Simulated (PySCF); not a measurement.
**LiN: frontier orbitals**

PBE0 at R = 1.858 Å; Li pcseg-2, N pcseg-2; no relativity (PySCF 2.14). State: ³Σ⁻ (triplet), unpaired electrons π ↑↑. Only the outer orbitals are listed, counted within each symmetry.

```tsv
spin	orbital	occ.	ε (eV)	on Li (%)	main shells (%)
α	2σ	1	-55.04	100	100 Li s
α	3σ	1	-18.61	4	95 N s
α	1π	1	-6.57	4	96 N p
α	1π	1	-6.57	4	96 N p
α	4σ	1	-5.50	12	86 N p
α	5σ	0	-1.35	100	79 Li s, 20 Li p
α	2π	0	0.43	101	101 Li p
α	2π	0	0.43	101	101 Li p
β	2σ	1	-55.05	100	100 Li s
β	3σ	1	-14.89	7	92 N s
β	4σ	1	-4.41	15	83 N p, 9 Li s
β	5σ	0	-1.31	98	73 Li s, 25 Li p
β	1π	0	-0.76	50	50 N p, 49 Li p
β	1π	0	-0.76	50	50 N p, 49 Li p
```

Problem. Which are the highest filled and the lowest empty level, where do they sit, and how wide is the gap?

Solution. Highest filled β 4σ at -4.41 eV (in %: 83 N p, 9 Li s); lowest empty α 5σ at -1.35 eV (in %: 79 Li s, 20 Li p); the gap at PBE0 is 3.06 eV.

| Property | Result |
| --- | --- |
| bond order (Mayer) | 0.79 |
| ⟨S²⟩ | 2.008 |
| charge on Li (Mulliken, basis-dependent) | 0.54 |
| charge on Li (Löwdin, basis-dependent) | 0.38 |
| dipole moment (positive dipole means Li(−)N(+)) | -6.83 D |
| polarisability along the bond | 32.9 bohr³ |
| polarisability across the bond | 18.4 bohr³ |

Shares are Mulliken populations and can fall outside 0 to 100 %.

The state is the lowest determinant that a PBE0 search found; another state may lie lower at other levels.
